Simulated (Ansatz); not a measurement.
**Lithium (bcc) across density functionals**

All rows: Ansatz, plane waves with scalar-relativistic PAW, 420 eV (500 eV for the SCAN forms), relaxed under each functional, no dispersion correction, no zero-point motion. B₀ comes from uniform scaling at fixed shape; a dash is a value not given.

The measured cell (COD entry 9008542) has a = 3.509 Å, 21.61 Å³/atom.

| functional | V (Å³/atom) | cell | B₀ (GPa) | magnetic state |
| --- | --- | --- | --- | --- |
| PBE | 20.19 | a = 3.431 Å | 14 | spin not included |
| r²SCAN | 21.00 | a = 3.476 Å | 13 | spin not included |
| LDA | 19.02 | a = 3.363 Å | 15 | spin not included |
| revPBE | 21.14 | a = 3.484 Å | 13 | spin not included |
| RPBE | 21.06 | a = 3.479 Å | 13 | spin not included |
| BLYP | 20.04 | a = 3.422 Å | 14 | spin not included |

Problem. What does PBEsol give?

Solution. V (Å³/atom): 20.17; cell: a = 3.430 Å; B₀ (GPa): 14; magnetic state: spin not included.

Problem. Which functional comes closest to the measured volume?

Solution. revPBE, off by -2.2 %. The measured value holds thermal expansion and zero-point motion, which the calculations lack.
